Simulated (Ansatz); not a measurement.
## Tantalum, bcc: convergence with the k-point mesh

Computed with Ansatz, PBE, scalar-relativistic PAW, on the relaxed cell (a = 3.321 Å; spin not included). Errors count from a run at 420 eV on a Γ-centred 22×22×22 mesh with Fermi-Dirac smearing of 0.1 eV, extrapolated to zero width. Fixed here: cutoff 420 eV, Fermi-Dirac width 0.1 eV. The SCF starts from atomic densities corrected by a trained network.

```json
{"k-mesh": "2×2×2", "E(σ→0) error (meV/atom)": "-739.3", "P (GPa)": "-24.65", "SCF iterations": "6"}
{"k-mesh": "3×3×3", "E(σ→0) error (meV/atom)": "-183.9", "P (GPa)": "-1.24", "SCF iterations": "6"}
{"k-mesh": "5×5×5", "E(σ→0) error (meV/atom)": "68.4", "P (GPa)": "1.47", "SCF iterations": "6"}
{"k-mesh": "6×6×6", "E(σ→0) error (meV/atom)": "71.1", "P (GPa)": "1.56", "SCF iterations": "6"}
{"k-mesh": "8×8×8", "E(σ→0) error (meV/atom)": "-18.9", "P (GPa)": "-1.77", "SCF iterations": "6"}
{"k-mesh": "11×11×11", "E(σ→0) error (meV/atom)": "-2.3", "P (GPa)": "-0.43", "SCF iterations": "6"}
{"k-mesh": "14×14×14", "E(σ→0) error (meV/atom)": "-5.0", "P (GPa)": "-0.32", "SCF iterations": "6"}
{"k-mesh": "19×19×19", "E(σ→0) error (meV/atom)": "0.1", "P (GPa)": "-0.12", "SCF iterations": "6"}
```

Within 5 meV/atom of the last row: from 19×19×19 on.
